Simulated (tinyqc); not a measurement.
Inside a calculation. Method: coupled-perturbed Hartree-Fock on RHF in the sto-3g basis, for LiH, spin multiplicity 1. One step of it, computed by the program tinyqc.

Question. Response to a field: uncoupled start. Field along z; U_ai = -mu_ai / (e_a - e_i), alpha = -4 sum U_ai mu_ai.

orbital energies (hartree): MO1 -2.353693, MO2 -0.269889, MO3 0.076338, MO4 0.163607, MO5 0.163607, MO6 0.496727

dipole integrals <a|z|i> (bohr):
```
           i1         i2
a3  -0.141125  -0.532646
a4   0.000000   0.000000
a5   0.000000   0.000000
a6  -0.130014   0.847956
```

Give: uncoupled U; uncoupled polarisability.

Answer.

uncoupled U:
```
       i1      i2
a3  0.058   1.538
a4  0.000   0.000
a5  0.000   0.000
a6  0.046  -1.106
```

uncoupled polarisability = 7.086 bohr^3
